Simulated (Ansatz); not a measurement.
Reaction (SMILES): OC=O + H+ → C(=O)[OH2+]
B3LYP-D3(BJ)/def2-TZVP geometries, fixed; electronic energies without zero-point terms; positive where energy is released.
Largest species:
```xyz
6

O     -1.0512    -0.5390    -0.0452
C      0.2216     0.5857     0.0087
O      1.2564     0.1357     0.1286
H     -0.7781    -1.4708    -0.1509
H     -0.3073     1.5344    -0.0525
H     -1.8852    -0.3516    -0.5157
```
Charge +1, spin multiplicity 1.

The proton affinity at CCSD(T) with Ansatz (a first-principles code), in kcal/mol, split into its Hartree-Fock and correlation parts. Cores are frozen. Species with rotatable bonds are taken in one conformer. The proton sits at the site shown, which need not be the one that binds it best. No added dispersion term, no relativity. Functions are those of the species that has most.

| basis | X | functions | Hartree-Fock | CCSD(T) |
|---|---|---|---|---|
| cc-pVDZ | 2 | 57 | 163.15 | 169.46 |
| cc-pVTZ | 3 | 132 | 162.69 | 165.46 |
| cc-pVQZ | 4 | 255 | 162.37 | 163.74 |

Worked estimate of the basis-set limit from each neighbouring pair, with Hartree-Fock from the larger set and the correlation part extrapolated as X^-3.
Correlation parts: X = 2: 6.31, X = 3: 2.77, X = 4: 1.37.
- (2,3): (27·(2.77) - 8·(6.31))/19 = 1.28; with Hartree-Fock 162.69 the estimate is 163.97 kcal/mol.
- (3,4): (64·(1.37) - 27·(2.77))/37 = 0.35; with Hartree-Fock 162.37 the estimate is 162.72 kcal/mol.
The last two estimates differ by 1.25 kcal/mol; the largest set lies 1.02 from the last. Over the last step Hartree-Fock moves by -0.32 and the correlation part by -1.40.
